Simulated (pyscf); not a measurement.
# Four-centre exchange: H₂B–O–GeH₃ + hydrogen chloride (HCl) → HO–GeH₃ + H₂B–Cl

Gas phase, singlet surface, charge 0. Bonds broken: O2–B3, Cl9–H10. Bonds formed: O2–H10, B3–Cl9. Single points on ωB97X-D3(BJ)/def2-SVP structures (PySCF, gas phase).

Transition state (Å):

```xyz
10

Ge    -2.0476     0.1912    -0.6097
O     -0.6248    -0.2992     0.4298
B      0.7078    -0.4017    -0.1874
H     -3.2182     0.2767     0.3695
H     -2.2097    -0.9240    -1.6423
H     -1.6955     1.5402    -1.2409
H      1.4435    -1.2293     0.2837
H      0.7972    -0.0304    -1.3366
Cl     1.2125     1.4243     1.0874
H     -0.0667     0.6405     1.0900
```

One imaginary mode, 1129i cm⁻¹; descent along it reached the two sides named, in the forms told below.

| bond | change | reactant side (Å) | saddle | product side |
|---|---|---|---|---|
| O2–B3 | breaks | 1.352 | 1.472 | 1.612 |
| Cl9–H10 | breaks | 1.300 | 1.500 | 2.7 |
| O2–H10 | forms | 1.876 | 1.277 | 0.969 |
| B3–Cl9 | forms | 4.2 | 2.283 | 1.861 |

Electronic energies relative to the separated reactants (kcal/mol):

```
level                   barrier  reaction energy  reverse barrier
----------------------  -------  ---------------  ---------------
ωB97X-D3(BJ)/def2-TZVP     14.5            +12.4              2.2
PBE/def2-TZVP              10.8            +11.3             -0.4
r²SCAN/def2-TZVP           11.4            +11.9             -0.6
B3LYP-D3(BJ)/def2-TZVP     14.7            +13.1              1.6
PBE0-D3(BJ)/def2-TZVP      11.5            +11.6             -0.2
M06-2X/def2-TZVP           14.0            +12.9              1.1
ωB97M-D3(BJ)/def2-TZVP     15.3            +12.7              2.6
HF/def2-TZVP               31.1            +12.8             18.3
```

With ωB97M-D3(BJ)/def2-TZVP energies and thermal terms (ideal gas, 1 atm, RRHO with modes under 100 cm⁻¹ raised to 100, one conformer, R ln 2 for chiral ones without a mode under 150 cm⁻¹), in kcal/mol:

```json
[
 {"T (K)": "298", "ΔH‡": "14.6", "ΔG‡": "25.1", "ΔH": "+13.6", "ΔG": "+12.4"},
 {"T (K)": "600", "ΔH‡": "14.5", "ΔG‡": "35.8", "ΔH": "+13.2", "ΔG": "+11.4"},
 {"T (K)": "900", "ΔH‡": "14.9", "ΔG‡": "46.3", "ΔH": "+12.9", "ΔG": "+10.5"},
 {"T (K)": "1200", "ΔH‡": "15.3", "ΔG‡": "56.7", "ΔH": "+12.6", "ΔG": "+9.8"}
]
```

On the reactant side the descent ends in a complex, 5.8 kcal/mol under the separated species and 20.3 kcal/mol under the saddle at ωB97X-D3(BJ)/def2-TZVP. On the product side the descent ends in an adduct with a B–O contact, 19.9 kcal/mol under the separated species and 22.1 kcal/mol under the saddle at ωB97X-D3(BJ)/def2-TZVP. At PBE, r²SCAN, PBE0-D3(BJ) the saddle lies under the separated products, which points to a path from their complex (located at ωB97X-D3(BJ) alone), and parting the products costs more than the saddle. What is counted as broken (B–O) persists as a longer contact in the product adduct; parting that adduct is a step of its own. One saddle was located; it need not be the lowest between these sides. Elements up to Kr have no core potential and no relativistic terms here.
